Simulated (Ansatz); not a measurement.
System: zinc-blende GaP. Method: r²SCAN (Ansatz, a first-principles code, plane waves, PAW).

The same calculation (at the measured cell, 20.240 Å³/atom) with different numerical settings:

```csv
run,k mesh,high-frequency dielectric constant,dielectric constant ε0 (ions relaxed),TO(Γ) frequency (cm⁻¹),rough time
1,4×4×4,7.959,9.994,361.9,20 core-s
2,6×6×6,8.822,10.846,360.2,40 core-s
3,8×8×8,9.159,11.179,359.9,70 core-s
4,12×12×12,9.331,11.349,359.9,3 core-min
5,16×16×16,9.356,11.373,359.8,7 core-min
6,20×20×20,9.359,11.377,359.8,10 core-min
```

In the column high-frequency dielectric constant the first row differs from the last by -1.400 and the next to last by -0.003.

The last row is no converged limit: other settings stay fixed.
